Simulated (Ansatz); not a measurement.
`NBN`, charge 0, multiplicity 1.

(1) Give a relaxed structure at PBE0-D4/def2-TZVP (Ansatz). (Estimate.)

Results:

(1) The calculation gave: 
Z-matrix (Å, degrees):
```
N
B 1 1.409
H 1 1.002 2 121.9
H 1 1.005 2 124.5 3 -180.0
N 2 1.409 1 122.9 3 180.0
H 2 1.200 1 118.5 3 -0.0
H 5 1.002 2 121.9 1 -180.0
H 5 1.005 2 124.5 1 -0.0
```
Point group C2v.
